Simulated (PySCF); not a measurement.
An unknown is described by computed data only.

Formula: CH2Cl2.

- 13C NMR: chemical shifts (computed TMS as zero) by class: 69.6 (1 C) ppm [GIAO PBE0/pcSseg-1]
- Dipole: 1.85 D [PBE0/pcSseg-1]
- Rotational structure: rotational constants A, B, C: 31.381, 3.345, 3.083 GHz [GFN2-xTB]
- NMR, other nuclei: isotropic shieldings of nuclei other than C and H, by class: 747 (2 Cl) ppm [GIAO PBE0/pcSseg-1]
- 1H NMR: chemical shifts (computed TMS as zero) by class: 5.59 (2 H) ppm [GIAO PBE0/pcSseg-1]

The electronic properties come from PySCF, for the isolated species, density fitting. Levels stand in brackets. Geometry: GFN2-xTB; no solvent, vibrations or thermal averaging. NMR classes are plain means over equivalent atoms (diastereotopic ones count apart unless rotation or inversion swaps them), as if these changed places fast.

Question: Give a SMILES that accounts for the data.

Answer: Numbering: `[Cl:1][CH2:2][Cl:3]`. Its formula, CH2Cl2, gives 0 degrees of unsaturation, so no ring and no π bond. The one carbon: CCl2 carbon [C2] (69.6 ppm). All hydrogens form one class (5.59 ppm): methylene hydrogen. The other shieldings belong to: 747 ppm, alkyl chlorine [Cl1/Cl3]. The optimised geometry has point group C2v and is an asymmetric top. Structure: dichloromethane (`ClCCl`). The assignments are read from this structure; whether some other isomer fits the data as well wasn't checked. NMR values of atoms bound to several Cl lack the spin–orbit term that these neighbours bring.
